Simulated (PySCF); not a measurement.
```
atom    x (Å)    y (Å)    z (Å)
   O   0.0459   1.1127  -0.0039
   H  -0.9197   1.3383  -0.0024
  Cl   0.0393  -0.5926  -0.0015
```

Basis set: cc-pVTZ on H, O; cc-pV(T+d)Z on Cl (spherical functions). Frozen core: 6 orbitals. Charge 0, multiplicity 1.

Starred EOM-CCSD(T)(a) on the restricted Hartree–Fock determinant with PySCF 2.14.0; the energies are vertical.

Question: The solver was asked for the few lowest roots only. Give the ionization energies of singlet HClO among them whose weight of singles is over 0.7.

Answer:

```
root  energy (eV)  weight of singles
   1        11.04               0.96
   2        12.03               0.96
   3        14.42               0.94
```

Higher main lines weren't sought.
